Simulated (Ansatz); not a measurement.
Geometry optimisation, Ansatz 0.2.0, RKS PBE-D4/cc-pVDZ.

The input (input.yaml):

```yaml
crystal:
  periodic: [false, false, false]
  atoms:
    - { symbol: Al, position_ang: [0.0, 0.0, 0.0] }
    - { symbol: O, position_ang: [0.0, 0.0, 2.13] }
    - { symbol: H, position_ang: [-0.9095, -0.2814, 2.4671] }
    - { symbol: H, position_ang: [1.351, 0.0, -0.78] }
    - { symbol: H, position_ang: [-1.351, 0.0, -0.78] }
    - { symbol: F, position_ang: [0.0892, 1.8864, 0.6275] }
    - { symbol: H, position_ang: [0.0593, 1.2535, 1.7062] }
basis:
  gaussian: { orbitals: cc-pVDZ }
hamiltonian:
  xc: pbe
  dispersion: d4
relax:
  f_tol: 0.15
  max_steps: 25
  restrain:
    - { distance: [0, 5], at: 2.89, k: 30.0 }
    - { distance: [6, 1], at: 2.21, k: 30.0 }
    - { distance: [0, 1], at: 1.78, k: 30.0 }
    - { distance: [6, 5], at: 0.92, k: 30.0 }
```

Command:

```bash
$ ansatz run input.yaml --threads 1 --pin off --max-ram 2048MiB --backend cpu --events-out ev --progress --plain --runs-dir out
```

Where does it end, and by what steps?

The run converged. The restraints hold the end off the free minimum. After 6 steps the energy has risen by 0.104 eV (the restraints' own energy left out); F6 moved furthest, 0.68 Å. Parted: Al1–F6 (1.99 → 2.88 Å). Joined: F6–H7 (1.25 → 0.94 Å).

| step | energy less start (eV) | largest force component (eV/Å) | accepted |
| --- | --- | --- | --- |
| 0 | 0.0000 | 1.924 | yes |
| 1 | 0.2433 | 1.909 | yes |
| 2 | 0.3354 | 1.600 | yes |
| 3 | 0.3334 | 1.367 | yes |
| 4 | 0.1794 | 0.533 | yes |
| 5 | 0.1516 | 0.952 | yes |
| 6 | 0.1038 | 0.622 | yes |

```xyz
7
Properties=species:S:1:pos:R:3
Al -0.060 -0.239 0.015
O -0.021 -0.301 1.793
H -0.872 -0.402 2.259
H 1.383 -0.270 -0.654
H -1.477 -0.286 -0.724
F 0.085 2.469 0.978
H 0.201 1.888 1.704
```

Run time: 11 s on 1 thread of Arm Neoverse V2 (shared host), peak memory 0.12 GiB.
